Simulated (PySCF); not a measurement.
**What builds the first ionisation energy along the third row**

All values are computed (PySCF 2.14, energy differences of UHF-based or UKS calculations, no spin-orbit coupling). Each column adds one step, in eV (sums use unrounded values): valence MP2, valence CCSD, valence triples, then the next inner shell at CCSD(T) (Mg 2s 2p, Al 2s 2p, Si 2s 2p, P 2s 2p, Ar 2s 2p). References (NIST) marked * lie between the lowest fine-structure levels; the others compare directly ((s) semi-empirical, (t) theoretical).

```json
{"element": "Mg [Ne] 3s2 → [Ne] 3s1 (aug-cc-pCVTZ-DK with one added diffuse shell each of s, p, d, f type, spin-free X2C)", "UHF": "6.616", "+ MP2": "0.649", "+ CCSD": "0.271", "+ (T)": "0.000", "+ inner shell": "0.074", "sum": "7.609", "reference": "7.646"}
{"element": "Al [Ne] 3s2 3p1 → [Ne] 3s2 (aug-cc-pCVTZ-DK with one added diffuse shell each of s, p, d, f type, spin-free X2C)", "UHF": "5.589", "+ MP2": "0.225", "+ CCSD": "0.092", "+ (T)": "0.032", "+ inner shell": "-0.016", "sum": "5.923", "reference": "5.977"}
{"element": "Si [Ne] 3s2 3p2 → [Ne] 3s2 3p1 (aug-cc-pCVTZ-DK with one added diffuse shell each of s, p, d, f type, spin-free X2C)", "UHF": "7.627", "+ MP2": "0.412", "+ CCSD": "0.027", "+ (T)": "0.040", "+ inner shell": "-0.006", "sum": "8.101", "reference": "8.157"}
{"element": "P [Ne] 3s2 3p3 → [Ne] 3s2 3p2 (aug-cc-pCVTZ-DK with one added diffuse shell each of s, p, d, f type, spin-free X2C)", "UHF": "9.896", "+ MP2": "0.587", "+ CCSD": "-0.066", "+ (T)": "0.047", "+ inner shell": "0.002", "sum": "10.465", "reference": "10.526"}
{"element": "Ar [Ar] → [Ne] 3s2 3p5 (aug-cc-pCVTZ-DK with one added diffuse shell each of s, p, d, f type, spin-free X2C)", "UHF": "14.537", "+ MP2": "1.191", "+ CCSD": "-0.193", "+ (T)": "0.058", "+ inner shell": "0.012", "sum": "15.606", "reference": "15.819"}
```

What remains against the references is mostly basis incompleteness.

**Question.** What share of the correlation contribution for Ar comes from the inner shell?

**Answer.** The four steps add to 1.068 eV, of which the inner shell gives 0.012 eV, or 1 %.
